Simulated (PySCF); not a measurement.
# XPS shifts beside NMR shieldings

C3H2FN2 (charge -1).
Z-matrix (Å and degrees, PBE0-D3(BJ)/def2-SVP geometry), rows numbered from 1:
```
F 
C   1  1.3530
C   2  1.3974  1  126.12
C   3  1.4099  2  100.25  1  -179.70
N   4  1.3392  3  111.29  2     0.03
N   2  1.3197  1  120.43  3  -179.61
H   3  1.0894  2  129.18  1     0.68
H   4  1.0963  3  128.13  2   179.88
```

Binding energies: delta-SCF UKS SCAN, pcX-2 on the ionised atom, pcseg-1 elsewhere, spin-free X2C (PySCF 2.14.0). Shieldings: GIAO PBE0/pcSseg-1, non-relativistic, same geometry.

```tsv
atom	C 1s (eV)
C2	287.16
C3	284.76
C4	285.20
```

Problem. What are the absolute isotropic shieldings of these atoms?

Solution. 
```csv
atom,environment,C 1s (eV),isotropic shielding (ppm)
C3,aromatic CH carbon,284.76,106.4
C4,aromatic CH next to a ring nitrogen,285.20,49.0
C2,aromatic C–F carbon,287.16,12.1
```

Problem. Among the listed atoms, is the one with the highest binding energy also the least shielded?

Solution. Yes: C2 has both (287.16 eV, 12.1 ppm).

By binding energy: C3 < C4 < C2. By shielding: C2 < C4 < C3.

The species carries charge -1, so core ionisation leaves a neutral species. The basis sets have no added diffuse functions. Geometry: PBE0-D3(BJ)/def2-SVP; no solvent, vibrations or thermal averaging.
